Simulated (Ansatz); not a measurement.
CF⁺, quintet: the ladder up to UCCSDT(Q)

Geometry: that of the CF⁺, triplet, kept fixed. The triplet lies 8.1 eV lower here.

```xyz
2

C     0.0000    0.0000    0.0000
F     0.0000    0.0000    1.2067
```

Basis cc-pVTZ; Ansatz 0.2.0. Only valence electrons are correlated (noble-gas cores frozen), which leaves 10 electrons in 58 orbitals. Prefix R: restricted or restricted open-shell reference; prefix U: unrestricted. Active spaces: valence = (10e, 8o) chosen from the atoms' valence shells.

Full CI isn't at hand for all of this; UCCSDT(Q) serves as the reference, and is uncertain by about the last step of the cluster series. The frozen core follows each run's orbitals, which can shift R against U totals by a few meV.

For open shells CISD is restricted-active-space CI with the open shells as a complete middle space.

```
UHF ⟨S²⟩                          : 6.005
T1 diagnostic (RCCSD)             : 0.0132
largest doubles amplitude (RCCSD) : 0.027
T1 diagnostic (UCCSD)             : 0.0089
```

**Question.** From what is known of these methods and the diagnostics, rank them by the size of their error in total energy against UCCSDT(Q) in cc-pVTZ, smallest first (an estimate: the text doesn't fix the numbers).
A. RCCSD
B. MRCISD (valence space)
C. CISD
D. CASSCF (valence space)
E. MRCISD+Q (valence space)

**Answer.** E (1.22 kcal/mol), A (3.63 kcal/mol), B (7.02 kcal/mol), C (8.05 kcal/mol), D (150.32 kcal/mol).

All errors are against UCCSDT(Q) in cc-pVTZ. Within each family the higher level lies nearer, as is usual though not guaranteed.

Natural occupations of CASSCF (valence space) about the gap: 1.998 1.988 1.001 1.001 1.000 0.999 0.013; effectively unpaired electrons, Σ n²(2−n)², 4.00.
